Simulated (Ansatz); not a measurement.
Two structures of CH7AlSi, singlet, reached by relaxing down either side of one saddle point (PBE0-D4/def2-TZVP). Energies are electronic, without zero-point energy. Ansatz 0.2.0; basis: def2-TZVPP and def2-QZVPP; cores frozen in the correlated methods. Extrapolation: Hartree–Fock as exp(−7.88 √X), correlation as X^−2.97. First:

| atom | x (Å) | y (Å) | z (Å) |
| --- | --- | --- | --- |
| Al1 | 0.2165 | 0.1936 | 0.7918 |
| Si2 | 0.6610 | 1.2311 | -1.3949 |
| H3 | 0.7871 | 0.9071 | 2.0973 |
| C4 | -0.8247 | -1.4465 | 0.9890 |
| H5 | -0.1255 | 2.4925 | -1.5444 |
| H6 | 2.0974 | 1.6044 | -1.5521 |
| H7 | 0.3014 | 0.3563 | -2.5483 |
| H8 | -1.7226 | -1.2546 | 1.5874 |
| H9 | -0.2502 | -2.2024 | 1.5356 |
| H10 | -1.1403 | -1.8815 | 0.0386 |

Second:

```xyz
10
angstrom
Al -1.0946 -1.2462 -0.8226
Si 1.0043 1.3639 -1.0211
H 1.4326 0.0016 -0.5969
C -0.9875 -1.3598 1.1648
H -0.3851 1.5790 -0.5321
H 1.9064 2.3728 -0.4050
H 1.0451 1.4691 -2.4978
H -1.2192 -0.4082 1.6589
H 0.0050 -1.6722 1.5131
H -1.7069 -2.1000 1.5388
```

**Question.** Which bonds change from the first to the second?

**Answer.** CH₇AlSi ([CH3][AlH][SiH3]) → CH₃Al ([CH3][Al]) + SiH₄; bonds formed: Si2–H3; bonds broken: Al1–Si2, Al1–H3.

**Question.** Give the saddle point's structure and its height above each. (To be estimated.)

**Answer.** Computed: 189.2 kJ/mol above the first and 85.4 kJ/mol above the second (CCSD(T) at an estimated basis limit (MP2 extrapolated from triple and quadruple zeta, plus CCSD(T) − MP2 in triple zeta)).
```
atom    x (Å)    y (Å)    z (Å)
 Al1  -0.4030  -0.7084  -0.5134
 Si2   0.7696   1.3118  -1.2453
  H3   0.5153   0.6408   0.3263
  C4  -0.8699  -1.5206   1.2186
  H5  -0.1896   2.4088  -0.9318
  H6   2.1660   1.5938  -0.8008
  H7   0.8810   1.2912  -2.7446
  H8  -1.4418  -0.8156   1.8287
  H9   0.0358  -1.7748   1.7768
 H10  -1.4631  -2.4269   1.0855
```

T1 diagnostic: at most 0.015. The restricted Hartree–Fock reference is unstable towards an unrestricted one at one or more of these structures.

Losses and insertions of silylenes and their heavier kin drive the gas-phase chemistry of silicon and germanium vapour deposition.

Labels in which every atom is bracketed show which atoms are joined, not bond orders.

For scale, one of the runs: CCSD(T)/def2-TZVPP, 213 basis functions, launched by `ansatz run in.yaml --threads 2 --pin off --events-out ev --progress --plain --max-ram 4352MiB`. Time: 49 s of wall clock on 2 CPU threads of an Intel Xeon Platinum 8488C; the host was shared. Peak host memory: 2.7 GiB.
